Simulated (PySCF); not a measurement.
Gas-phase reaction: CH₃SiH + 2 C₄H₆ (butadiene) ⇌ SiH₄ + 3 C₃H₄ (allene)

Energies from PySCF, thermal terms from the rigid-rotor harmonic-oscillator model, ideal gas at 1 bar. † marks an energy on the PBE0/def2-TZVP geometry and frequencies; other levels use their own. 6-31G* has spherical d functions here. All species are closed-shell singlets. B3LYP is the form with VWN-RPA correlation. CH₃SiH: computed as isolated molecules; such fragments, hydroxides, amides, oligomers or adducts are transient or little studied in the gas. The harmonic model lacks anharmonicity and excited electronic states, which grow with temperature; levels with a mode under 35 cm⁻¹ are left out. Internal rotation in CH₃SiH, C₄H₆ (butadiene) is treated as a harmonic vibration of one conformer, which makes the entropy rough.

```csv
level,"ΔE electronic, kJ","ΔH°(298 K), kJ","ΔS°(298 K), J/K","ΔG°(800 K), kJ"
B3LYP/6-31G*,183,149,119,52
PBE/def2-SVP,189,154,118,57
PBE0/def2-TZVP,193,157,118,61
LDA/def2-TZVP†,209,174,118,78
ωB97X-V/def2-TZVP†,189,154,118,58
```
ΔH° is lowest at B3LYP/6-31G* and highest at LDA/def2-TZVP†. No reference value is set beside these.
